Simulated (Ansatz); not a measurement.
Ideal-gas functions of C$_{2}$H$_{2}$FN (`N#CCF`) at 298.15 K and 1 bar, from an Ansatz frequency run at PBE0-D4/def2-TZVP.

Molar mass 59.04 g/mol, point group Cs (symmetry number 1), electronic degeneracy 1, moments of inertia 13.602, 105.098, 115.494 u Å². Harmonic wavenumbers (cm⁻¹, unscaled): 228, 358, 584, 940, 1031, 1116, 1270, 1404, 1480, 2393, 3070, 3118.

Use S(trans) = R[1.5 ln M + 2.5 ln T − 1.1517]; rotational temperatures θ = 24.2544 K / I; S(rot) = R[ln(√π/σ · √(T³/θAθBθC)) + 1.5]; for each mode x = 1.438777 ν̃/T, S = R[x/(eˣ − 1) − ln(1 − e⁻ˣ)] and H = RT x/(eˣ − 1); 1 cm⁻¹ = 0.0119627 kJ/mol; R = 8.31446 J/(mol·K).

Question: By hand: the entropy, in J/(mol·K).

Answer: Translation 159.7. Rotation: θ = 1.7831, 0.2308, 0.21 K, giving 98.5. Vibration, mode by mode: 7.93, 4.73, 2.00, 0.50, 0.35, 0.24, 0.13, 0.07, 0.05, 0.00, 0.00, 0.00, in all 16.0. Electronic 0.0. Sum 274.2 J/(mol·K).

Question: By hand: H − E and G − E in kJ/mol, counted from the electronic energy.

Answer: Zero-point energy ½ × 16992 × 0.0119627 = 101.6; thermal vibration 3.1; translation, rotation and pV give 4 RT = 9.9. H − E = 114.6 kJ/mol, and G − E = 114.6 − 298.15 × 274.2/1000 = 32.8 kJ/mol.

Vibration gives 6 % of the entropy.
